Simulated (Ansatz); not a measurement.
Steps of a relaxation of `CC(Cl)CCCl` with RKS PBE-D4/def2-SVP.

```sh
$ ansatz run in.yaml --threads 2 --pin off --events-out ev --progress --plain --max-ram 32768MiB --backend cpu
```

```yaml
crystal:
  periodic: [false, false, false]
  atoms:
    - {symbol: C, position_ang: [-1.534660, -1.182010, 0.419250]}
    - {symbol: C, position_ang: [-0.137480, -0.785260, -0.021300]}
    - {symbol: Cl, position_ang: [1.058490, -1.575090, 1.066290]}
    - {symbol: C, position_ang: [0.072130, 0.724530, 0.015810]}
    - {symbol: C, position_ang: [1.438030, 1.125410, -0.519670]}
    - {symbol: Cl, position_ang: [1.599440, 2.901660, -0.518210]}
    - {symbol: H, position_ang: [-1.638850, -2.263950, 0.427120]}
    - {symbol: H, position_ang: [-1.740070, -0.805920, 1.418360]}
    - {symbol: H, position_ang: [-2.266900, -0.766420, -0.269740]}
    - {symbol: H, position_ang: [0.077730, -1.175970, -1.019480]}
    - {symbol: H, position_ang: [-0.705040, 1.193340, -0.592140]}
    - {symbol: H, position_ang: [-0.036370, 1.082990, 1.041100]}
    - {symbol: H, position_ang: [2.240240, 0.730830, 0.102830]}
    - {symbol: H, position_ang: [1.573320, 0.795850, -1.550230]}
basis:
  gaussian: {orbitals: def2-SVP}
hamiltonian: {xc: pbe, dispersion: d4}
relax: {f_tol: 0.03, max_steps: 200}
```

Positions (Å) and forces (eV/Å) along the path, 5 of 5 steps:

```xyz
14
step=1 energy=-29297.2843 eV
C    -1.535   -1.182    0.419    0.535    0.030   -0.258
C    -0.137   -0.785   -0.021   -0.441    0.378    0.427
Cl    1.058   -1.575    1.066    0.432   -0.326    0.297
C     0.072    0.725    0.016    0.629   -0.557   -0.356
C     1.438    1.125   -0.520   -0.547    0.338    0.238
Cl    1.599    2.902   -0.518    0.115    0.521   -0.030
H    -1.639   -2.264    0.427   -0.111   -0.673    0.015
H    -1.740   -0.806    1.418   -0.145    0.242    0.648
H    -2.267   -0.766   -0.270   -0.527    0.276   -0.441
H     0.078   -1.176   -1.019    0.096   -0.191   -0.501
H    -0.705    1.193   -0.592   -0.434    0.295   -0.321
H    -0.036    1.083    1.041   -0.124    0.214    0.548
H     2.240    0.731    0.103    0.395   -0.299    0.264
H     1.573    0.796   -1.550    0.126   -0.247   -0.530
14
step=2 energy=-29297.3484 eV
C    -1.545   -1.192    0.425    0.218    0.055   -0.015
C    -0.140   -0.792   -0.003   -0.182    0.178   -0.157
Cl    1.074   -1.612    1.065    0.186   -0.099    0.169
C     0.083    0.721    0.008    0.165   -0.074   -0.004
C     1.445    1.153   -0.522   -0.149   -0.126    0.072
Cl    1.622    2.939   -0.527   -0.026    0.149    0.013
H    -1.660   -2.287    0.424   -0.020   -0.173    0.000
H    -1.757   -0.819    1.440   -0.071    0.058    0.190
H    -2.286   -0.760   -0.270   -0.136    0.082   -0.115
H     0.069   -1.187   -1.014    0.040   -0.076   -0.151
H    -0.704    1.189   -0.612   -0.163    0.067   -0.081
H    -0.044    1.096    1.040   -0.061    0.098    0.164
H     2.253    0.743    0.104    0.141   -0.081    0.074
H     1.593    0.810   -1.559    0.056   -0.057   -0.159
14
step=3 energy=-29297.3570 eV
C    -1.542   -1.190    0.430    0.036   -0.020    0.015
C    -0.141   -0.790   -0.013   -0.142    0.101   -0.093
Cl    1.088   -1.604    1.059    0.072   -0.063    0.067
C     0.078    0.724    0.003    0.046   -0.021   -0.005
C     1.447    1.146   -0.518   -0.037   -0.079    0.015
Cl    1.618    2.938   -0.516    0.015    0.058   -0.002
H    -1.659   -2.292    0.424   -0.008    0.023    0.002
H    -1.750   -0.821    1.455    0.005   -0.011   -0.029
H    -2.295   -0.753   -0.260    0.013   -0.008    0.016
H     0.067   -1.190   -1.029    0.004    0.001    0.031
H    -0.711    1.191   -0.626    0.011   -0.005    0.010
H    -0.063    1.107    1.037   -0.001   -0.006   -0.033
H     2.255    0.731    0.115   -0.016    0.016   -0.014
H     1.607    0.803   -1.560    0.002    0.014    0.021
14
step=4 energy=-29297.3580 eV
C    -1.542   -1.192    0.432    0.020    0.002    0.002
C    -0.144   -0.789   -0.017   -0.072    0.044   -0.037
Cl    1.088   -1.607    1.057    0.033   -0.020    0.020
C     0.078    0.724   -0.001    0.018   -0.012    0.003
C     1.448    1.147   -0.516   -0.016   -0.045    0.004
Cl    1.620    2.941   -0.514    0.002    0.010    0.000
H    -1.659   -2.292    0.426    0.001    0.015   -0.002
H    -1.746   -0.824    1.458    0.005   -0.005   -0.014
H    -2.298   -0.754   -0.253    0.005   -0.004    0.009
H     0.063   -1.191   -1.031    0.007   -0.002    0.019
H    -0.709    1.191   -0.633    0.007   -0.005    0.004
H    -0.067    1.109    1.031    0.000   -0.004   -0.015
H     2.254    0.732    0.119   -0.009    0.012   -0.005
H     1.613    0.805   -1.558    0.000    0.012    0.012
14
step=5 energy=-29297.3583 eV
C    -1.541   -1.191    0.434   -0.002    0.000    0.002
C    -0.147   -0.788   -0.020    0.000    0.002   -0.002
Cl    1.091   -1.608    1.053    0.000   -0.001   -0.004
C     0.078    0.724   -0.005   -0.002    0.001    0.003
C     1.449    1.146   -0.514    0.003   -0.001   -0.002
Cl    1.619    2.940   -0.512    0.001    0.003    0.000
H    -1.659   -2.291    0.425   -0.001    0.000   -0.001
H    -1.741   -0.826    1.461   -0.001    0.000    0.001
H    -2.301   -0.752   -0.246    0.000    0.000    0.001
H     0.060   -1.192   -1.032    0.004   -0.002    0.001
H    -0.706    1.191   -0.639    0.000   -0.001    0.000
H    -0.071    1.109    1.026   -0.001    0.000   -0.002
H     2.252    0.733    0.124    0.000    0.000    0.002
H     1.619    0.805   -1.555    0.000    0.000    0.000
```

It took 13 s on 2 threads of an AMD EPYC 7R13 on a shared host, with 0.22 GiB of host memory at the peak.
